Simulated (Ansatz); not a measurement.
## Worked example: HGe–GeH⁺, doublet against HGe–GeH, triplet

Geometry (PBE0/def2-TZVP stationary point of a triplet), kept for both states (HGe–GeH, triplet: Au; HGe–GeH⁺, doublet: Au):

```xyz
4

Ge    0.0000   -0.0625    1.2017
Ge    0.0000    0.0625   -1.2017
H     0.0000    1.4524    1.6545
H     0.0000   -1.4524   -1.6545
```

Basis cc-pVTZ; Ansatz 0.2.0. Only valence electrons are correlated (noble-gas cores and the filled d shells of p-block atoms frozen). Prefix R: restricted or restricted open-shell reference; prefix U: unrestricted. No spin–orbit coupling is included, and no scalar relativity.

Full CI isn't at hand for all of this; UCCSDT(Q) serves as the reference, and is uncertain by about the last step of the cluster series.

Coupled cluster chose its determinant by trial CCSD, here up to 0.35 eV above the lowest Hartree–Fock solution of its kind, and MP2 stands on that determinant too.

```csv
level,"E(HGe–GeH, triplet) (hartree)","E(HGe–GeH⁺, doublet) (hartree)"
UMP2,-4152.094648,-4151.803566
UCCSD(T),-4152.140375,-4151.849419
PBE,-4154.583283,-4154.291111
PBE0,-4154.686710,-4154.388702
UCCSDT(Q),-4152.142861,-4151.852375
```

Task: Give the vertical gap, HGe–GeH⁺ doublet less HGe–GeH triplet, at each level in eV (1 hartree = 27.2114 eV), and each error against UCCSDT(Q).

Result: UCCSDT(Q): (-4151.852375 − (-4152.142861)) × 27.2114 = 7.905 eV (the reference)
PBE0: (-4154.388702 − (-4154.686710)) × 27.2114 = 8.109 eV, error 0.204 eV
PBE: (-4154.291111 − (-4154.583283)) × 27.2114 = 7.950 eV, error 0.045 eV
UCCSD(T): (-4151.849419 − (-4152.140375)) × 27.2114 = 7.917 eV, error 0.012 eV
UMP2: (-4151.803566 − (-4152.094648)) × 27.2114 = 7.921 eV, error 0.016 eV

Total energies of functionals can't be set beside those of wave-function methods, since they hold the core's correlation and their own absolute errors; only the differences compare.

The reference still carries a basis error, for a change of charge of the order of 0.1 eV, so smaller errors of functionals can't be ranked.

Each level lands on the state that its own search finds. T1 diagnostics of restricted CCSD: 0.025 and 0.035.
